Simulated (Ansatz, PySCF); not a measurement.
For rock-salt MgS, HSE06 (plane waves, PAW; Ansatz, a quantum-chemistry and plane-wave program) gives:

* **equilibrium lattice constant a**: 5.194 Å
* **bulk modulus B0**: 80.1 GPa
* **cohesive energy**: 3.78 eV/atom

### Question
What does CCSD (GTH pseudopotentials, Gaussian basis; PySCF) give for the same quantities?

### Answer

- lattice constant a: 5.198 Å (grows by 0.1 %)
- bulk modulus: 82.4 GPa (goes up by 2.9 %)
- cohesive energy: 3.99 eV/atom (grows by 0.21 eV/atom)

For comparison: lattice constant a 5.188 Å (measured, corrected for zero-point motion; as tabulated in Goldzak et al. (2022), arXiv:2208.04865); bulk modulus 81 GPa (measured, corrected for zero-point motion; as tabulated in Goldzak et al. (2022), arXiv:2208.04865); cohesive energy 4.04 eV/atom (measured, corrected for zero-point motion; as tabulated in Goldzak et al. (2022), arXiv:2208.04865).

Changes are worked out from the printed values.

Unless a cell is named, each level is at its own relaxed cell (HSE06 17.51, CCSD 17.55 Å³/atom).

Ansatz's density-functional and Hartree–Fock values are scalar-relativistic unless marked +SOC, with PAW data made under PBE.
